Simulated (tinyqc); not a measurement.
CIS and TDHF on RHF in the sto-3g basis, frozen core, for HF, spin multiplicity 1, step by step. Computed by tinyqc, a small Python program that keeps every step (integrals from PySCF). Settings: charge = 0, multiplicity = 1, basis = sto-3g, method = RHF, frozen orbitals = 1, energy threshold = 1e-10, iteration cap = 88, orthogonalisation = canonical, start = core, DIIS depth = 6, TDHF = 1. Command: `OMP_NUM_THREADS=1 python tinyqc.py 30501 30502 out.jsonl` (the two numbers bound the seeds that draw the settings). One thread of a shared host (Intel(R) Xeon(R) Processor @ 2.60GHz), about 0.06 s of CPU time with the checks. The early iterations of the SCF are left out here.

## One-electron integrals

Geometry (angstrom):
```
atom,x,y,z
F,0.000000,0.000000,0.000000
H,0.000000,0.000000,0.880000
```

Basis sto-3g: exponents (1/bohr^2) and contraction coefficients of normalised primitives:
```
element,l (shell),exponent,coefficient
F,s (1),166.679130,0.154329
F,s (1),30.360812,0.535328
F,s (1),8.216821,0.444635
F,s (2),6.464803,-0.099967
F,s (2),1.502281,0.399513
F,s (2),0.488588,0.700115
F,p (3),6.464803,0.155916
F,p (3),1.502281,0.607684
F,p (3),0.488588,0.391957
H,s (1),3.425251,0.154329
H,s (1),0.623914,0.535328
H,s (1),0.168855,0.444635
```

Overlap, kinetic and nuclear-attraction integrals over the contracted functions; the nuclear repulsion is the sum of Za Zb / Rab.

nuclear repulsion = 5.41203966 hartree

overlap S, lower triangle:
```
,1F 1s,1F 2s,1F 2px,1F 2py,1F 2pz,2H 1s
1F 1s,1.000000
1F 2s,0.237990,1.000000
1F 2px,0.000000,0.000000,1.000000
1F 2py,0.000000,0.000000,0.000000,1.000000
1F 2pz,0.000000,0.000000,0.000000,0.000000,1.000000
2H 1s,0.054001,0.474067,0.000000,0.000000,0.361687,1.000000
```

kinetic energy T (hartree), lower triangle:
```
,1F 1s,1F 2s,1F 2px,1F 2py,1F 2pz,2H 1s
1F 1s,36.984577
1F 2s,-0.212858,1.037995
1F 2px,0.000000,0.000000,3.248015
1F 2py,0.000000,0.000000,0.000000,3.248015
1F 2pz,0.000000,0.000000,0.000000,0.000000,3.248015
2H 1s,0.003301,0.149519,0.000000,0.000000,0.304958,0.760032
```

nuclear attraction V (hartree), lower triangle:
```
,1F 1s,1F 2s,1F 2px,1F 2py,1F 2pz,2H 1s
1F 1s,-77.610917
1F 2s,-9.319921,-12.136367
1F 2px,0.000000,0.000000,-12.000492
1F 2py,0.000000,0.000000,0.000000,-12.000492
1F 2pz,-0.016350,-0.193225,0.000000,0.000000,-12.129525
2H 1s,-2.182806,-4.520075,0.000000,0.000000,-3.080027,-6.372328
```

core Hamiltonian H = T + V (hartree), lower triangle:
```
,1F 1s,1F 2s,1F 2px,1F 2py,1F 2pz,2H 1s
1F 1s,-40.626341
1F 2s,-9.532779,-11.098371
1F 2px,0.000000,0.000000,-8.752478
1F 2py,0.000000,0.000000,0.000000,-8.752478
1F 2pz,-0.016350,-0.193225,0.000000,0.000000,-8.881511
2H 1s,-2.179506,-4.370556,0.000000,0.000000,-2.775068,-5.612297
```

## Two-electron integrals

Functions are numbered as in S; the eight-fold symmetry (ij|kl) = (ji|kl) = (kl|ij) leaves the list below.

Two-electron integrals (ij|kl) in chemists' order, unique and non-zero (hartree):
```
i,j,k,l,(ij|kl)
1,1,1,1,5.403501
2,1,1,1,0.841920
2,1,2,1,0.156299
2,2,1,1,1.268028
2,2,2,1,0.292344
2,2,2,2,0.926167
3,1,3,1,0.027998
3,2,3,1,0.043169
3,2,3,2,0.204588
3,3,1,1,1.264502
3,3,2,1,0.292403
3,3,2,2,0.925959
3,3,3,3,0.997514
4,1,4,1,0.027998
4,2,4,1,0.043169
4,2,4,2,0.204588
4,3,4,3,0.053770
4,4,1,1,1.264502
4,4,2,1,0.292403
4,4,2,2,0.925959
4,4,3,3,0.889973
4,4,4,4,0.997514
5,1,5,1,0.027998
5,2,5,1,0.043169
5,2,5,2,0.204588
5,3,5,3,0.053770
5,4,5,4,0.053770
5,5,1,1,1.264502
5,5,2,1,0.292403
5,5,2,2,0.925959
5,5,3,3,0.889973
5,5,4,4,0.889973
5,5,5,5,0.997514
6,1,1,1,0.194482
6,1,2,1,0.035761
6,1,2,2,0.066336
6,1,3,3,0.066240
6,1,4,4,0.066240
6,1,5,1,0.001443
6,1,5,2,0.002690
6,1,5,5,0.066536
6,1,6,1,0.008265
6,2,1,1,0.452777
6,2,2,1,0.105620
6,2,2,2,0.368789
6,2,3,3,0.363690
6,2,4,4,0.363690
6,2,5,1,0.007099
6,2,5,2,0.053560
6,2,5,5,0.378644
6,2,6,1,0.024447
6,2,6,2,0.174955
6,3,3,1,0.011529
6,3,3,2,0.066514
6,3,5,3,0.011489
6,3,6,3,0.027060
6,4,4,1,0.011529
6,4,4,2,0.066514
6,4,5,4,0.011489
6,4,6,4,0.027060
6,5,1,1,0.290270
6,5,2,1,0.068639
6,5,2,2,0.256769
6,5,3,3,0.245488
6,5,4,4,0.245488
6,5,5,1,0.015617
6,5,5,2,0.102450
6,5,5,5,0.279046
6,5,6,1,0.016612
6,5,6,2,0.149259
6,5,6,5,0.153616
6,6,1,1,0.570894
6,6,2,1,0.135355
6,6,2,2,0.541505
6,6,3,3,0.522376
6,6,4,4,0.522376
6,6,5,1,0.012469
6,6,5,2,0.128701
6,6,5,5,0.579124
6,6,6,1,0.031588
6,6,6,2,0.315678
6,6,6,5,0.312846
6,6,6,6,0.774606
```

## Orthogonalisation

S = U s U^T; canonical form X = U s^(-1/2), so that X^T S X = 1. Each column of U has its largest component positive (the first on a tie).

eigenvalues of S: 0.387224  0.845965  1.000000  1.000000  1.121678  1.645134

X:
```
,1,2,3,4,5,6
1F 1s,0.272847,0.773143,0.000000,0.000000,-0.590527,0.212579
1F 2s,-0.950107,-0.445155,0.000000,0.000000,-0.348869,0.458798
1F 2px,0.000000,0.000000,0.913147,0.407631,0.000000,0.000000
1F 2py,0.000000,0.000000,-0.407631,0.913147,0.000000,0.000000
1F 2pz,-0.644031,0.571735,0.000000,0.000000,0.615043,0.290207
2H 1s,1.091129,-0.243490,0.000000,0.000000,0.206911,0.517636
```

Within a degenerate level the vectors are fixed only up to a rotation; this is one choice.

## Starting guess

The start is the orbitals of the core Hamiltonian; D = 2 C_occ C_occ^T.

D at the start, lower triangle:
```
,1F 1s,1F 2s,1F 2px,1F 2py,1F 2pz,2H 1s
1F 1s,2.128707
1F 2s,-0.561310,2.445844
1F 2px,0.000000,0.000000,2.000000
1F 2py,0.000000,0.000000,0.000000,2.000000
1F 2pz,-0.045447,0.278897,0.000000,0.000000,2.230945
2H 1s,0.092071,-0.403508,0.000000,0.000000,-0.399729,0.123466
```

## Iteration 7 (converged): orbitals

converged F (hartree), lower triangle:
```
,1F 1s,1F 2s,1F 2px,1F 2py,1F 2pz,2H 1s
1F 1s,-25.886911
1F 2s,-6.622872,-3.054514
1F 2px,0.000000,0.000000,-0.465594
1F 2py,0.000000,0.000000,0.000000,-0.465594
1F 2pz,-0.025904,-0.116270,0.000000,0.000000,-0.391145
2H 1s,-1.524617,-1.230752,0.000000,0.000000,-0.600559,-0.660150
```

Diagonalise F' = X^T F X, C = X C', fill 5 alpha and 5 beta electrons from the bottom; D = 2 C_occ C_occ^T. Each column has its largest component positive (the first on a tie).

F' = X^T F X (hartree), lower triangle:
```
,1,2,3,4,5,6
1,0.155965
2,-2.065889,-11.176712
3,0.000000,0.000000,-0.465594
4,0.000000,0.000000,0.000000,-0.465594
5,1.390354,10.901728,0.000000,0.000000,-11.838046
6,-0.463011,-5.604886,0.000000,0.000000,6.140750,-4.449203
```

orbital energies (hartree): MO1 -25.896859, MO2 -1.483808, MO3 -0.595929, MO4 -0.465594, MO5 -0.465594, MO6 0.668600

coefficients C:
```
,MO1,MO2,MO3,MO4,MO5,MO6
1F 1s,0.994649,-0.247675,0.086550,0.000000,0.000000,0.089150
1F 2s,0.023057,0.925334,-0.457617,0.000000,0.000000,-0.605710
1F 2px,0.000000,0.000000,0.000000,0.919507,0.393074,0.000000
1F 2py,0.000000,0.000000,0.000000,-0.393074,0.919507,0.000000
1F 2pz,0.003265,0.102298,0.706765,0.000000,0.000000,-0.833164
2H 1s,-0.006254,0.165998,0.508285,0.000000,0.000000,1.129009
```

D after iteration 7, lower triangle:
```
,1F 1s,1F 2s,1F 2px,1F 2py,1F 2pz,2H 1s
1F 1s,2.116319
1F 2s,-0.491710,2.132374
1F 2px,0.000000,0.000000,2.000000
1F 2py,0.000000,0.000000,0.000000,2.000000
1F 2pz,0.078162,-0.457384,0.000000,0.000000,1.019983
2H 1s,-0.006683,-0.158280,0.000000,0.000000,0.752397,0.571896
```

Within a degenerate level the vectors are fixed only up to a rotation; this is one choice.

## Convergence

Stop when the energy changes by less than 1e-10 hartree and every element of the error matrix X^T (F D S - S D F) X is below 3e-06.

Course of the cycle:
```
iteration,E (hartree),change,largest element of the error matrix
1,-97.78678459,-,9.00e-01
2,-98.54847787,-7.62e-01,1.86e-01
3,-98.56422625,-1.57e-02,9.56e-03
4,-98.56426690,-4.07e-05,1.39e-04
5,-98.56426691,-1.25e-08,1.46e-05
6,-98.56426691,-1.42e-10,8.10e-08
7,-98.56426691,-2.84e-14,1.56e-11
```

PySCF RHF in the same basis = -98.56426691 hartree

Converged in 7 iterations.

## Populations, bond orders and dipole

Mulliken: Z minus the diagonal of D S on the atom; Loewdin: the same with S^(1/2) D S^(1/2); Mayer order: 2 sum_s sum (D(s) S)_ij (D(s) S)_ji over the two atoms.

Charges (e):
```
atom,Mulliken,Loewdin
1F,-0.231368,-0.163470
2H,0.231368,0.163470
```

Mayer bond orders:
```
pair,order
2-1,0.946469
```

dipole moment about the origin, x y z (debye): 0.000000  0.000000  1.324859

## Integrals over molecular orbitals

(pq|rs) = sum C_ip C_jq C_kr C_ls (ij|kl), one index at a time.

one-electron integrals over orbitals h = C^T H C (hartree), lower triangle:
```
,1,2,3,4,5,6
1,-40.607797
2,0.697900,-9.166598
3,-0.234098,0.545859,-7.789174
4,0.000000,0.000000,0.000000,-8.752478
5,0.000000,0.000000,0.000000,0.000000,-8.752478
6,-0.243761,1.277557,1.770081,0.000000,0.000000,-6.117152
```

Two-electron integrals over orbitals (pq|rs), unique and non-zero (hartree); the lowest 1 orbital is frozen and left out:
```
p,q,r,s,(pq|rs)
2,2,2,2,0.857743
3,2,2,2,-0.007575
3,2,3,2,0.158567
3,3,2,2,0.765061
3,3,3,2,-0.058868
3,3,3,3,0.793157
4,2,4,2,0.178291
4,3,4,2,-0.045821
4,3,4,3,0.051811
4,4,2,2,0.874713
4,4,3,2,-0.076616
4,4,3,3,0.772748
4,4,4,4,0.997514
5,2,5,2,0.178291
5,3,5,2,-0.045821
5,3,5,3,0.051811
5,4,5,4,0.053770
5,5,2,2,0.874713
5,5,3,2,-0.076616
5,5,3,3,0.772748
5,5,4,4,0.889973
5,5,5,5,0.997514
6,2,2,2,-0.137198
6,2,3,2,-0.037487
6,2,3,3,-0.044935
6,2,4,4,-0.136630
6,2,5,5,-0.136630
6,2,6,2,0.099544
6,3,2,2,-0.147985
6,3,3,2,0.093072
6,3,3,3,-0.130941
6,3,4,4,-0.183605
6,3,5,5,-0.183605
6,3,6,2,0.060223
6,3,6,3,0.162293
6,4,4,2,-0.045276
6,4,4,3,-0.012126
6,4,6,4,0.032172
6,5,5,2,-0.045276
6,5,5,3,-0.012126
6,5,6,5,0.032172
6,6,2,2,0.692332
6,6,3,2,0.076078
6,6,3,3,0.669376
6,6,4,4,0.655909
6,6,5,5,0.655909
6,6,6,2,-0.068943
6,6,6,3,-0.011856
6,6,6,6,0.718535
```

## CIS matrix, singlets

A(ia,jb) = (e_a - e_i) d_ij d_ab + 2 (ia|jb) - (ij|ab).

CIS matrix A, singlet (hartree), lower triangle:
```
,2>6,3>6,4>6,5>6
2>6,1.659164
3>6,0.044368,0.919741
4>6,0.000000,0.000000,0.542630
5>6,0.000000,0.000000,0.000000,0.542630
```

## CIS singlet states

dipole integrals <i|r|a> (bohr):
```
,x,y,z
2>6,0.000000,0.000000,0.123601
3>6,0.000000,0.000000,0.876180
4>6,-0.014744,0.006303,0.000000
5>6,-0.006303,-0.014744,0.000000
```

Diagonalise A (1 hartree = 27.211386 eV); each vector has its largest component positive (the first on a tie). The transition dipole is mu = sqrt2 sum c_ia <i|r|a>.

singlet excitation energies (eV): 14.765702  14.765702  24.955233  45.220350

lowest vectors:
```
,state 1,state 2,state 3,state 4
2>6,0.000000,0.000000,-0.059683,0.998217
3>6,0.000000,0.000000,0.998217,0.059683
4>6,0.023209,0.999731,0.000000,0.000000
5>6,0.999731,-0.023209,0.000000,0.000000
```

oscillator strengths 2/3 w |mu|^2: 0.000186  0.000186  0.919664  0.068381

Within a degenerate level the vectors are fixed only up to a rotation; this is one choice.

## TDHF (RPA) singlet states

B(ia,jb) = 2 (ia|jb) - (ib|ja); the squared energies are the eigenvalues of (A - B)(A + B); 1 hartree = 27.211386 eV.

TDHF matrix B, singlet (hartree), lower triangle:
```
,2>6,3>6,4>6,5>6
2>6,0.099544
3>6,0.060223,0.162293
4>6,0.000000,0.000000,0.032172
5>6,0.000000,0.000000,0.000000,0.032172
```

squared energies w^2 (hartree^2): 0.293412  0.293412  0.814037  2.745148

TDHF energies from the positive w^2 (eV): 14.739727  14.739727  24.551202  45.085151

## CIS matrix, triplets

A(ia,jb) = (e_a - e_i) d_ij d_ab - (ij|ab).

CIS matrix A, triplet (hartree), lower triangle:
```
,2>6,3>6,4>6,5>6
2>6,1.460076
3>6,-0.076078,0.595154
4>6,0.000000,0.000000,0.478285
5>6,0.000000,0.000000,0.000000,0.478285
```

## CIS triplet states

Diagonalise A (1 hartree = 27.211386 eV); each vector has its largest component positive (the first on a tie).

triplet excitation energies (eV): 13.014804  13.014804  16.014254  39.911400

lowest vectors:
```
,state 1,state 2,state 3,state 4
2>6,0.000000,0.000000,0.086959,0.996212
3>6,0.000000,0.000000,0.996212,-0.086959
4>6,0.585693,0.810533,0.000000,0.000000
5>6,0.810533,-0.585693,0.000000,0.000000
```

Within a degenerate level the vectors are fixed only up to a rotation; this is one choice.

## TDHF (RPA) triplet states

B(ia,jb) = - (ib|ja); the squared energies are the eigenvalues of (A - B)(A + B); 1 hartree = 27.211386 eV.

TDHF matrix B, triplet (hartree), lower triangle:
```
,2>6,3>6,4>6,5>6
2>6,-0.099544
3>6,-0.060223,-0.162293
4>6,0.000000,0.000000,-0.032172
5>6,0.000000,0.000000,0.000000,-0.032172
```

squared energies w^2 (hartree^2): 0.227722  0.227722  0.314891  2.139213

TDHF energies from the positive w^2 (eV): 12.985327  12.985327  15.269712  39.799506
